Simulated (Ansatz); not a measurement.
## Structure relaxation of Si3C2

The calculation used DFT PBE, scalar-relativistic, plane waves, PAW (Ansatz). Cutoff 420 eV, Γ-centred k mesh, Gaussian smearing, no spin polarisation in the final step.

Si3C2 was placed on the corundum structure type (R-3c, No. 167), with C in place of Al, Si in place of O, at a guessed volume.

```
CELL_PARAMETERS angstrom
2.68305 1.54906 4.88355
-2.68305 1.54906 4.88355
0.00000 -3.09812 4.88355
ATOMIC_POSITIONS crystal
Si 0.05625 0.44375 0.75000
Si 0.75000 0.05625 0.44375
Si 0.44375 0.75000 0.05625
Si 0.94375 0.55625 0.25000
Si 0.25000 0.94375 0.55625
Si 0.55625 0.25000 0.94375
C 0.85218 0.85218 0.85218
C 0.64782 0.64782 0.64782
C 0.14782 0.14782 0.14782
C 0.35218 0.35218 0.35218
```

Cell and atoms relax at zero pressure; the relaxation can't lower the symmetry of the start. After a coarse first stage the cell is made exact in the group found at 0.06 Å.

Energies over the elements count from the elements' standard structures at the same level, with no empirical corrections.

Task: Which crystal results?

Result: It keeps R-3c (No. 167). The result has the corundum structure. Conventional cell: a = 5.032 Å, c = 15.131 Å. Si has 2 C at 1.97 Å and 2 C at 2.23 Å; around C lie 3 Si at 1.97 Å and 3 Si at 2.23 Å.

```xyz
10
Lattice="2.5162 1.4527 5.0435 -2.5162 1.4527 5.0435 0.0000 -2.9054 5.0435" Properties=species:S:1:pos:R:3 pbc="T T T"
Si   -0.9254   -1.4527    6.3044
Si    1.7208   -0.0750    6.3044
Si   -0.7954    1.5277    6.3044
Si    0.9254    1.4527    8.8262
Si   -1.7208    0.0750    8.8262
Si    0.7954   -1.5277    8.8262
C     0.0000    0.0000   12.9080
C     0.0000    0.0000    9.7878
C     0.0000    0.0000    2.2225
C     0.0000    0.0000    5.3427
```

Task: What are its volume, energy, density and gap?

Result: The volume per atom is 11.06 Å³ and the density is 3.25 g/cm³. The energy over the elements is 1.07 eV/atom and the gap on the 12×12×12 mesh is 0 eV (a metal).

The final run used a 12×12×12 mesh on its 10-atom cell and 0.10 eV smearing. For metals, differences of a few meV/atom aren't resolved. Symmetry constrained the relaxation, so the result can be a saddle point.

Cost: 3 runs of about 4.4 core-minutes in all, on Intel Xeon Platinum 8488C (Sapphire Rapids) (shared hosts).